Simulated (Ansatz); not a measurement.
# C₂H₄N₂: a ladder of functionals and wavefunction methods

One table from this session's results is given with a row withheld; the runs are named, their logs left out.

Computed with Ansatz 0.2.0, Gaussian basis. Level: functionals in def2-TZVPP, the program's frozen cores in correlated methods.

Plan: LDA (SPW92), PBE-D4, revPBE-D4, BLYP-D4, r2SCAN-D4, B97M-V, PBE0-D4, B3LYP-D4, r2SCANh-D4, r2SCAN0-D4, HSE06-D4, BHLYP-D4, CAM-B3LYP-D4, LC-ωPBE, ωB97X-V, ωB97M-V, B2PLYP, PBE-QIDH; CCSD(T)/def2-SVP; CCSD(T)/def2-TZVPP; MP2/def2-QZVPP; extrapolation to the limit; RPA on PBE.

1 further run of the same task is left out (it didn't finish).

## The geometry

All runs share one geometry, relaxed beforehand with PBE0-D4 in a triple-zeta def2 set.

8 atoms, charge 0, spin multiplicity 1.

Atoms are counted from 1 here; the program's logs count them from 0.

Bond lengths: N1–C2 1.333 Å, N1–H5 1.005 Å, N1–H6 1.006 Å, C2–C3 1.295 Å, C2–N4 1.420 Å, C3–N4 1.570 Å, C3–H7 1.074 Å, N4–H8 1.021 Å. Angles: C2–N1–H5 117.1°, C2–N1–H6 119.1°, H5–N1–H6 117.0°, N1–C2–C3 155.7°, N1–C2–N4 133.8°, C3–C2–N4 70.5°, C2–C3–N4 58.5°, C2–C3–H7 144.4°, N4–C3–H7 129.6°, C2–N4–C3 51.0°, C2–N4–H8 109.8°, C3–N4–H8 107.1°.

Geometry (Å):

```xyz
8
charge 0, multiplicity 1
N    -0.7566    1.1188   -0.1036
C     0.0323    0.0585    0.0728
C     1.0179   -0.6076    0.5843
N     0.1010   -1.2257   -0.5298
H    -1.4236    1.0741   -0.8544
H    -0.4155    2.0299    0.1512
H     2.0857   -0.6433    0.6889
H    -0.5491   -1.8618   -0.0653
```

Set-up of the first run:

Contents of in.yaml:

```yaml
crystal:
  periodic: [false, false, false]
  atoms:
    - {symbol: N, position_ang: [-0.756598, 1.118835, -0.103554]}
    - {symbol: C, position_ang: [0.032329, 0.058505, 0.072756]}
    - {symbol: C, position_ang: [1.017900, -0.607554, 0.584321]}
    - {symbol: N, position_ang: [0.101044, -1.225676, -0.529769]}
    - {symbol: H, position_ang: [-1.423606, 1.074059, -0.854378]}
    - {symbol: H, position_ang: [-0.415543, 2.029905, 0.151181]}
    - {symbol: H, position_ang: [2.085733, -0.643261, 0.688904]}
    - {symbol: H, position_ang: [-0.549059, -1.861811, -0.065260]}
basis:
  gaussian: {orbitals: def2-TZVPP}
hamiltonian: {xc: lda}
output: {orbitals: {seedname: orbitals}}
```

The run is started by

```bash
$ ansatz run in.yaml --threads 2 --pin off --events-out ev --progress --plain --max-ram 4352MiB
```

Among the steps run: LDA; PBE-D4 (GGA); revPBE-D4 (GGA); BLYP-D4 (GGA); r2SCAN-D4 (meta-GGA); B97M-V (meta-GGA); PBE0-D4 (hybrid); B3LYP-D4 (hybrid); r2SCANh-D4 (hybrid); r2SCAN0-D4 (hybrid); HSE06-D4 (hybrid); BHLYP-D4 (hybrid); CAM-B3LYP-D4 (range-separated); LC-ωPBE (range-separated); ωB97X-V (range-separated); ωB97M-V (range-separated); B2PLYP (double hybrid); PBE-QIDH (double hybrid).

One table of the session follows, with a row left open; its other results are not shown here.

It belongs to the step «Frontier levels by functional». 

```
  functional  HOMO (eV)  LUMO (eV)  gap (eV)
 LDA (SPW92)      -4.24      -0.52      3.72
      PBE-D4      -4.10      -0.33      3.77
   revPBE-D4      -4.05      -0.26      3.79
     BLYP-D4      -4.01      -0.28      3.73
   r2SCAN-D4      -4.28      -0.05      4.23
      B97M-V      -4.36      -0.04      4.32
     PBE0-D4      -5.32       0.64      5.96
    B3LYP-D4      -5.14       0.32      5.46
  r2SCANh-D4          ?          ?         ?
  r2SCAN0-D4      -5.44       0.84      6.28
    HSE06-D4      -4.92       0.26      5.17
    BHLYP-D4      -6.45       1.35      7.80
CAM-B3LYP-D4      -6.70       1.51      8.22
     LC-ωPBE      -8.04       2.85     10.89
     ωB97X-V      -7.67       2.68     10.35
     ωB97M-V      -7.59       2.18      9.76
```

Q: Estimate the row for r2SCANh-D4 from the others.

Worked estimate for «HOMO (eV)». Against the share of exact exchange, r2SCAN-D4 (0, -4.28), r2SCAN0-D4 (0.25, -5.44) give a slope of -4.64 per unit share; at 0.1 the line stands at -4.74.

The run gave: HOMO (eV): -4.74; LUMO (eV): 0.31; gap (eV): 5.05. In «HOMO (eV)» the line misses by 0.00.
